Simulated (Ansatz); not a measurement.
## Worked example: vertical energy of the triplet above the singlet of C4H6O (vinyl ether)

C4H6O has 11 atoms, charge 0, and is taken as a singlet. As SMILES, `C=COC=C`. The shape is that of a PBE0-D4/def2-TZVP optimisation. This is one conformer, not always the lowest.

Both states at this one shape; open shells run unrestricted unless said. 1 Eh = 27.2114 eV.

| level | program | singlet C4H6O (Eh) | triplet C4H6O (Eh) |
| --- | --- | --- | --- |
| HF/STO-3G | Ansatz | -226.853879 | -226.724552 |
| B3LYP/6-31G* (Cartesian functions) | Ansatz | -231.195751 | -231.037487 |

Work out the vertical gap, second state less first, at each level.


1. HF/STO-3G: -226.724552 − (-226.853879) = 0.129327 Eh = 3.52 eV.
2. B3LYP/6-31G* (Cartesian functions): -231.037487 − (-231.195751) = 0.158264 Eh = 4.31 eV.

No measured value is set beside it here; the levels span 3.52 to 4.31 eV. Hartree–Fock favours the state with fewer electron pairs, since it lacks pair correlation. Minimal sets are far from the basis-set limit. The reference of the second state is spin-contaminated at HF/STO-3G (⟨S²⟩ = 2.24).
